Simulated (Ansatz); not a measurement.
# Nudged elastic band run: H$_{7}$OPSi

Input file:

```yaml
crystal:
  periodic: [false, false, false]
  atoms:
    - { symbol: Si, position_ang: [-0.212198, 0.206194, 0.027783] }
    - { symbol: O, position_ang: [-0.066128, 0.221811, 1.686471] }
    - { symbol: H, position_ang: [-0.901364, 0.182473, 2.191663] }
    - { symbol: H, position_ang: [1.183435, 0.306662, -0.499733] }
    - { symbol: H, position_ang: [-1.021649, 1.373431, -0.470938] }
    - { symbol: H, position_ang: [-0.858287, -1.050157, -0.49554] }
    - { symbol: P, position_ang: [1.752785, -2.847552, 1.301358] }
    - { symbol: H, position_ang: [0.663043, -3.155579, 0.411942] }
    - { symbol: H, position_ang: [2.415587, -2.061722, 0.293853] }
    - { symbol: H, position_ang: [1.066275, -1.687061, 1.816241] }
basis:
  gaussian: { orbitals: "6-31G*" }
hamiltonian:
  xc: lda
neb:
  order_check: false
  images: 5
  f_tol: 0.05
  max_iterations: 60
  final_atoms:
    - { symbol: Si, position_ang: [0.35138313, -0.25711442, -0.38330042] }
    - { symbol: O, position_ang: [-0.58723438, -0.32084558, 2.21124726] }
    - { symbol: H, position_ang: [-0.97624741, -1.17809964, 2.48045584] }
    - { symbol: H, position_ang: [0.91793215, -0.22325036, -1.78182126] }
    - { symbol: H, position_ang: [0.46993363, 1.1301902, 0.16514731] }
    - { symbol: H, position_ang: [-1.08133758, -0.67620171, -0.4965467] }
    - { symbol: P, position_ang: [1.56563968, -1.69976636, 0.86904053] }
    - { symbol: H, position_ang: [0.63759313, -2.78498874, 0.70661298] }
    - { symbol: H, position_ang: [2.43632887, -2.1921041, -0.1656143] }
    - { symbol: H, position_ang: [0.28750777, -0.30931929, 2.65787876] }
  initial_path:
    images:
      - { positions_ang: [[-0.212198, 0.206194, 0.027783], [-0.066128, 0.221811, 1.686471], [-0.901364, 0.182473, 2.191663], [1.183435, 0.306662, -0.499733], [-1.021649, 1.373431, -0.470938], [-0.858287, -1.050157, -0.49554], [1.752785, -2.847552, 1.301358], [0.663043, -3.155579, 0.411942], [2.415587, -2.061722, 0.293853], [1.066275, -1.687061, 1.816241]] }
      - { positions_ang: [[-0.14396329, 0.13631449, 0.01858366], [-0.04502794, 0.14732827, 1.80104027], [-0.90408339, 0.02524559, 2.25098198], [1.24500666, 0.20641838, -0.49621762], [-0.91602675, 1.30981821, -0.4757819], [-0.80145867, -1.10015331, -0.49148912], [1.60274817, -2.55139338, 1.12787765], [0.613515, -3.14856094, 0.49625296], [2.43440365, -2.07242819, 0.19148423], [0.93638557, -1.46408911, 1.84036789]] }
      - { positions_ang: [[-0.07572858, 0.06643499, 0.00938431], [-0.02392788, 0.07284554, 1.91560953], [-0.90680279, -0.13198182, 2.31030096], [1.30657832, 0.10617475, -0.49270223], [-0.8104045, 1.24620543, -0.4806258], [-0.74463035, -1.15014963, -0.48743824], [1.45271134, -2.25523477, 0.95439731], [0.56398701, -3.14154288, 0.58056391], [2.45322029, -2.08313439, 0.08911547], [0.80649614, -1.24111723, 1.86449477]] }
      - { positions_ang: [[-0.00749387, -0.00344452, 0.00018497], [-0.00282782, -0.0016372, 2.0301788], [-0.90952218, -0.28920922, 2.36961994], [1.36814999, 0.00593113, -0.48918685], [-0.70478226, 1.18259264, -0.48546969], [-0.68780202, -1.20014594, -0.48338735], [1.3026745, -1.95907615, 0.78091696], [0.51445901, -3.13452481, 0.66487487], [2.47203694, -2.09384058, -0.0132533], [0.67660671, -1.01814534, 1.88862166]] }
      - { positions_ang: [[0.1121318, -0.08800115, -0.12764349], [-0.19763, -0.10803999, 2.09053495], [-0.93176392, -0.58550603, 2.40656524], [1.21807737, -0.0704627, -0.92006499], [-0.31321029, 1.16512516, -0.26859736], [-0.81898054, -1.02549787, -0.4877738], [1.39032956, -1.87263956, 0.81029149], [0.55550371, -3.01801279, 0.67878757], [2.46013425, -2.12659509, -0.0640403], [0.54690706, -0.78186999, 2.14504069]] }
      - { positions_ang: [[0.23175747, -0.17255778, -0.25547195], [-0.39243219, -0.21444279, 2.15089111], [-0.95400567, -0.88180283, 2.44351054], [1.06800476, -0.14685653, -1.35094313], [0.07836167, 1.14765768, -0.05172503], [-0.95015906, -0.85084979, -0.49216025], [1.47798462, -1.78620296, 0.83966601], [0.59654842, -2.90150076, 0.69270027], [2.44823156, -2.15934959, -0.1148273], [0.41720742, -0.54559464, 2.40145973]] }
      - { positions_ang: [[0.35138313, -0.25711442, -0.38330042], [-0.58723438, -0.32084558, 2.21124726], [-0.97624741, -1.17809964, 2.48045584], [0.91793215, -0.22325036, -1.78182126], [0.46993363, 1.1301902, 0.16514731], [-1.08133758, -0.67620171, -0.4965467], [1.56563968, -1.69976636, 0.86904053], [0.63759313, -2.78498874, 0.70661298], [2.43632887, -2.1921041, -0.1656143], [0.28750777, -0.30931929, 2.65787876]] }
```

Launched with:

```bash
$ ansatz run input.yaml --threads 1 --pin off --max-ram 2048MiB --backend cpu --events-out ev --progress --plain --runs-dir out
```

Output, in part (warnings, iteration lines, the closing report on the highest movable image, with atoms numbered from 0):

```
NEB end point (image 0): max|allowed force component| = 2.744e-2 eV/Å (the criterion of neb.relax_end_points is 1.000e-2)
NEB end point (image 6): max|allowed force component| = 5.868e-3 eV/Å (the criterion of neb.relax_end_points is 1.000e-2)
NEB iter   1: max|band force component| = 4.675e0 eV/Å  barrier→ = 3.0881 eV  barrier← = 2.6930 eV  Δτ_max = 0.2000 Å  (172 SCF iters)
NEB iter   2: max|band force component| = 1.749e0 eV/Å  barrier→ = 2.1372 eV  barrier← = 1.7421 eV  Δτ_max = 0.2000 Å  (140 SCF iters)
NEB iter   3: max|band force component| = 1.247e0 eV/Å  barrier→ = 1.8183 eV  barrier← = 1.4232 eV  Δτ_max = 0.1920 Å  (140 SCF iters)
NEB iter   4: max|band force component| = 1.362e0 eV/Å  barrier→ = 1.5278 eV  barrier← = 1.1328 eV  Δτ_max = 0.0986 Å  (134 SCF iters)
NEB iter   5: max|band force component| = 8.213e-1 eV/Å  barrier→ = 1.5126 eV  barrier← = 1.1176 eV  Δτ_max = 0.0991 Å  (133 SCF iters)
NEB iter   6: max|band force component| = 5.990e-1 eV/Å  barrier→ = 1.5589 eV  barrier← = 1.1639 eV  CI = image 2  Δτ_max = 0.0998 Å  (136 SCF iters)
NEB iter   7: max|band force component| = 5.903e-1 eV/Å  barrier→ = 1.5564 eV  barrier← = 1.1614 eV  CI = image 2  Δτ_max = 0.1009 Å  (131 SCF iters)
NEB iter   8: max|band force component| = 5.501e-1 eV/Å  barrier→ = 1.5672 eV  barrier← = 1.1722 eV  CI = image 2  Δτ_max = 0.1002 Å  (130 SCF iters)
NEB iter   9: max|band force component| = 7.224e-1 eV/Å  barrier→ = 1.5713 eV  barrier← = 1.1762 eV  CI = image 2  Δτ_max = 0.1003 Å  (129 SCF iters)
NEB iter  10: max|band force component| = 5.384e-1 eV/Å  barrier→ = 1.5408 eV  barrier← = 1.1457 eV  CI = image 2  Δτ_max = 0.1000 Å  (125 SCF iters)
NEB iter  11: max|band force component| = 3.374e-1 eV/Å  barrier→ = 1.5064 eV  barrier← = 1.1114 eV  CI = image 2  Δτ_max = 0.1993 Å  (131 SCF iters)
NEB iter  12: max|band force component| = 2.734e-1 eV/Å  barrier→ = 1.4937 eV  barrier← = 1.0986 eV  CI = image 2  Δτ_max = 0.0942 Å  (131 SCF iters)
NEB iter  13: max|band force component| = 1.554e-1 eV/Å  barrier→ = 1.4903 eV  barrier← = 1.0953 eV  CI = image 2  Δτ_max = 0.1332 Å  (127 SCF iters)
NEB iter  14: max|band force component| = 2.272e-1 eV/Å  barrier→ = 1.4885 eV  barrier← = 1.0935 eV  CI = image 2  Δτ_max = 0.0523 Å  (130 SCF iters)
NEB iter  15: max|band force component| = 1.578e-1 eV/Å  barrier→ = 1.4880 eV  barrier← = 1.0930 eV  CI = image 2  Δτ_max = 0.0666 Å  (128 SCF iters)
NEB iter  16: max|band force component| = 5.964e-2 eV/Å  barrier→ = 1.4877 eV  barrier← = 1.0927 eV  CI = image 2  Δτ_max = 0.0270 Å  (119 SCF iters)
NEB iter  17: max|band force component| = 4.182e-2 eV/Å  barrier→ = 1.4874 eV  barrier← = 1.0924 eV  CI = image 2  Δτ_max = 0.0000 Å  (253 SCF iters)
Total energy: -19242.12960718 eV, -707.1352202799 hartree
Atom 0 at     0.010519    -0.252998     0.007254 Å, force     0.006012    -0.009991    -0.032098 eV/Å
Atom 1 at     0.099450    -0.034063     1.836812 Å, force     0.011824     0.022174     0.028503 eV/Å
Atom 2 at    -0.680856     0.349669     2.315724 Å, force    -0.007111    -0.004854    -0.014067 eV/Å
Atom 3 at     1.184061     0.030740    -0.879420 Å, force    -0.008013     0.002032     0.011730 eV/Å
Atom 4 at    -0.763441     1.057185    -0.041294 Å, force    -0.003780     0.004796     0.000036 eV/Å
Atom 5 at    -0.984103    -1.230682    -0.541438 Å, force    -0.000187     0.002898     0.004727 eV/Å
Atom 6 at     1.351251    -2.423168     1.108312 Å, force     0.004380    -0.003989    -0.002009 eV/Å
Atom 7 at     0.825142    -3.041432    -0.067118 Å, force    -0.000553    -0.003700    -0.002046 eV/Å
Atom 8 at     2.540315    -1.910632     0.501013 Å, force    -0.003979     0.000010    -0.000397 eV/Å
Atom 9 at     0.439160    -1.056119     2.023255 Å, force     0.001406    -0.009375     0.005621 eV/Å
Dipole moment:    -0.388888     0.403697     0.224511 e Å
```

The forces met the threshold. Neighbouring images differ by up to 1.3 eV, so the band resolves the path poorly. A vibrational analysis at the climbing image gives one clearly imaginary mode, 457i cm⁻¹: a first-order saddle point. The orbitals stay closed-shell, which can raise the energy where a bond breaks towards radicals; this wasn't checked here.

Final band (atoms are numbered from 1 in the order of the input):

```
image  path coordinate (Å)  energy (kJ/mol)  Si1–O2 (Å)  P7–H10 (Å)  Si1–P7 (Å)
    0                 0.00              0.0        1.67        1.44        3.85
    1                 0.94             18.5        1.68        1.47        3.41
    2                 1.89            143.5        1.84        1.88        2.78
    3                 3.00             90.8        2.39        2.23        2.33
    4                 4.12             47.2        2.82        2.40        2.27
    5                 5.24             40.1        2.83        2.45        2.27
    6                 6.36             38.1        2.76        2.60        2.26
```

The run took 2.1 min on 1 thread of Arm Neoverse V1 (shared host), peak memory 0.12 GiB.
